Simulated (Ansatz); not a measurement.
`[AlH2][Cl]` + CH₃OH → `C[O][AlH2]` + HCl at 400 K and 1 bar (ligand exchange at the Al–Cl bond).

Program: Ansatz. Geometries: PBE0-D4/def2-TZVP. ΔE: electronic, gas phase. CCSD(T)/CBS adds triple-zeta CCSD(T) − MP2 to the extrapolated MP2 energy (def2 sets, frozen cores). This one scheme is used for every species.

```json
{"species": "`[AlH2][Cl]`", "CCSD(T)/CBS energy (Eh)": "-703.04476", "H − E (kJ/mol)": "55.2", "S (J/(mol·K))": "269.1"}
{"species": "CH₃OH", "CCSD(T)/CBS energy (Eh)": "-115.61712", "H − E (kJ/mol)": "151.2", "S (J/(mol·K))": "252.6"}
{"species": "`C[O][AlH2]`", "CCSD(T)/CBS energy (Eh)": "-358.26893", "H − E (kJ/mol)": "169.9", "S (J/(mol·K))": "320.8"}
{"species": "HCl", "CCSD(T)/CBS energy (Eh)": "-460.38127", "H − E (kJ/mol)": "29.6", "S (J/(mol·K))": "195.4"}
```

H − E and S are ideal-gas, rigid-rotor, harmonic terms from PBE0-D4/def2-TZVP. 1 Eh = 2625.50 kJ/mol, R = 8.31446 J/(mol·K).

Task: By hand: ΔE, ΔH, ΔS and ΔG.

Result: ΔE = (-358.26893) + (-460.38127) − (-703.04476) − (-115.61712) = 0.01168 Eh = 30.7 kJ/mol. Δ(H − E) = 169.9 + 29.6 − 55.2 − 151.2 = -6.9, so ΔH = 23.8 kJ/mol. ΔS = 320.8 + 195.4 − 269.1 − 252.6 = -5.5 J/(mol·K). ΔG = 23.8 − 400 × (-5.5)/1000 = 26.0 kJ/mol.

Task: By hand: the equilibrium constant, and the temperature at which ΔG would vanish if ΔH and ΔS stayed fixed.

Result: log₁₀ K = −ΔG/(RT ln 10) = -3.4. ΔH and −TΔS have one sign here, so there is no such temperature. One of them is within its doubt of zero, so this could turn.

The number of gas molecules stays the same, so ΔS is small and ΔH decides. A doubt of 5 kJ/mol in ΔE shifts log₁₀ K by 0.7 here. These are equilibria of isolated gas molecules and say nothing of rates. Largest T1 diagnostic: 0.012 (customary marks: 0.02 for closed shells, 0.045 for open ones).
